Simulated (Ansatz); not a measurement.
# C2H3F: vertical ionisation energy

Aim: the vertical ionisation energy of C2H3F, as cation minus neutral at the neutral's geometry, on several levels, and how well −ε(HOMO) stands in for it.

Method: unrestricted cation, the program's frozen cores in correlated methods; program: Ansatz 0.2.0, Gaussian basis.

Plan: UKS PBE-D4/def2-TZVPP; UKS r2SCAN-D4/def2-TZVPP; UKS PBE0-D4/def2-TZVPP; UKS B3LYP-D4/def2-TZVPP; UKS wB97X-V/def2-TZVPP; UKS wB97M-V/def2-TZVPP; UKS B2PLYP/def2-TZVPP; UHF-CCSD(T)/def2-TZVPP; UHF-MP2/def2-QZVPP; extrapolation to the limit; then −ε(HOMO) from the neutral's earlier runs with LDA (SPW92), PBE-D4, revPBE-D4, BLYP-D4, r2SCAN-D4, B97M-V, PBE0-D4, B3LYP-D4, r2SCANh-D4, r2SCAN0-D4, HSE06-D4, BHLYP-D4, CAM-B3LYP-D4, LC-ωPBE, ωB97X-V, ωB97M-V.

1 further run of the same task is left out (it didn't finish).

## 1. Structure used throughout

The geometry comes from an earlier relaxation with PBE0-D4 in a triple-zeta def2 set; it is a stationary point.

SMILES `C=CF`, 6 atoms, charge 0, spin multiplicity 1.

Atoms are counted from 1 here; the program's logs count them from 0.

Bond lengths: C1–C2 1.317 Å, C1–H4 1.082 Å, C1–H5 1.081 Å, C2–F3 1.336 Å, C2–H6 1.084 Å. Angles: C2–C1–H4 121.6°, C2–C1–H5 119.2°, H4–C1–H5 119.2°, C1–C2–F3 122.3°, C1–C2–H6 125.7°, F3–C2–H6 112.0°.

Coordinates:

```xyz
6
charge 0, multiplicity 1
C    -0.5362    0.0764   -0.4428
C     0.4900   -0.0163    0.3766
F     0.9663   -1.1924    0.7955
H    -1.0439   -0.8033   -0.8166
H    -0.8802    1.0541   -0.7497
H     1.0461    0.8174    0.7907
```

## 2. Cation, UKS PBE-D4/def2-TZVPP

File in.yaml:

```yaml
crystal:
  periodic: [false, false, false]
  atoms:
    - {symbol: C, position_ang: [-0.536249, 0.076426, -0.442795]}
    - {symbol: C, position_ang: [0.489963, -0.016330, 0.376644]}
    - {symbol: F, position_ang: [0.966250, -1.192383, 0.795539]}
    - {symbol: H, position_ang: [-1.043892, -0.803264, -0.816634]}
    - {symbol: H, position_ang: [-0.880191, 1.054139, -0.749709]}
    - {symbol: H, position_ang: [1.046120, 0.817412, 0.790654]}
basis:
  gaussian: {orbitals: def2-TZVPP}
total_charge: 1
magnetization: {spin_polarized: true, initial_magnetization: 1}
hamiltonian: {xc: pbe, dispersion: d4}
```

After this run come: Cation, UKS r2SCAN-D4/def2-TZVPP; Cation, UKS PBE0-D4/def2-TZVPP; Cation, UKS B3LYP-D4/def2-TZVPP; Cation, UKS wB97X-V/def2-TZVPP; Cation, UKS wB97M-V/def2-TZVPP; Cation, UKS B2PLYP (frozen core)/def2-TZVPP; Cation, UHF-CCSD(T)/def2-TZVPP; Cation, UHF-MP2/def2-QZVPP.

**Question.** What will the summary of the whole plan be? Wanted: ionisation energy, CCSD(T)/CBS; nearest functional by difference; nearest −ε(HOMO); −ε(HOMO) of PBE; T1 of the cation.

**Answer**, as computed:

```
                        quantity                value
  ionisation energy, CCSD(T)/CBS             10.70 eV
nearest functional by difference  B3LYP-D4 (-0.23 eV)
                nearest −ε(HOMO)   LC-ωPBE (-0.15 eV)
                 −ε(HOMO) of PBE              6.49 eV
                T1 of the cation                0.022
```

Energy differences with functionals land within 0.40 eV of the reference. −ε(HOMO) of PBE misses by 4.2 eV, since self-interaction lifts the level. Among orbital estimates LC-ωPBE comes nearest. Hartree-Fock falls 1.53 eV short, as the neutral has more correlation energy than the cation. The cation may have settled in a state other than its lowest; no search over hole states beyond the program's own was made.
